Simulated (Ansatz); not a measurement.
A nudged elastic band was laid between two geometries of C2H3OS (7 atoms, charge -1, multiplicity 1).

Computed with RKS CAM-B3LYP/6-31G* in Ansatz 0.2.0.

```yaml
movable_images: 7
climbing_image: yes
spring: 5.0 eV/Å²
optimiser: quadratic models (default)
start_path: IDPP
force_threshold: 0.05 eV/Å
iteration_limit: 60
end_points: relaxed
```

Initial state:

```xyz
7
Properties=species:S:1:pos:R:3
C 0.171 0.668 0.007
C -0.073 -0.851 0.072
O 0.776 -1.531 0.645
S -1.539 -1.407 -0.684
H 1.118 0.913 0.500
H -0.650 1.204 0.494
H 0.197 1.004 -1.035
```

Final state:

```xyz
7
Properties=species:S:1:pos:R:3
C 0.046 0.685 0.055
C -0.108 -0.846 0.085
O -0.527 -1.347 1.127
S 0.336 -1.671 -1.382
H 1.077 0.961 -0.186
H -0.234 1.105 1.028
H -0.589 1.113 -0.727
```

Question: Which bonds break or form, and what moves?

Answer: No bond is made or broken. The dihedral H5–C1–C2–S4 goes from -180 to -57°. The two ends are copies of one structure, up to a mirror image or an exchange of like atoms.

Question: Give the energies along the band, and the barrier.

Answer: The forces met the threshold. The highest image is number 4 of 0 to 8, 1.6 kJ/mol above the ends, which have the same energy within 2 meV. A vibrational analysis at the climbing image gives one clearly imaginary mode, 81i cm⁻¹: a first-order saddle point. Limits of this set-up: an anion without diffuse functions, the dipole of an ion depends on the origin.

| image | path coordinate (Å) | energy (kJ/mol) | dihedral H5–C1–C2–S4 (°) |
| --- | --- | --- | --- |
| 0 | 0.00 | 0.0 | -180 |
| 1 | 0.34 | 0.3 | -166 |
| 2 | 0.68 | 0.8 | -152 |
| 3 | 1.03 | 1.4 | -137 |
| 4 | 1.37 | 1.6 | -121 |
| 5 | 1.71 | 1.3 | -105 |
| 6 | 2.05 | 0.7 | -88 |
| 7 | 2.39 | 0.2 | -73 |
| 8 | 2.73 | 0.0 | -57 |

Question: What is the geometry of the highest image?

Answer: 
```xyz
7
Properties=species:S:1:pos:R:3
C 0.103 0.680 0.020
C -0.094 -0.847 0.080
O 0.203 -1.382 1.147
S -0.701 -1.616 -1.356
H 1.158 0.909 0.219
H -0.479 1.144 0.827
H -0.190 1.112 -0.937
```

The band took 7 iterations and of the order of 100 core-seconds.

Time of the run: 100 s on 1 thread of Intel(R) Xeon(R) 6975P-C (Granite Rapids) (shared host), peak memory 0.16 GiB.
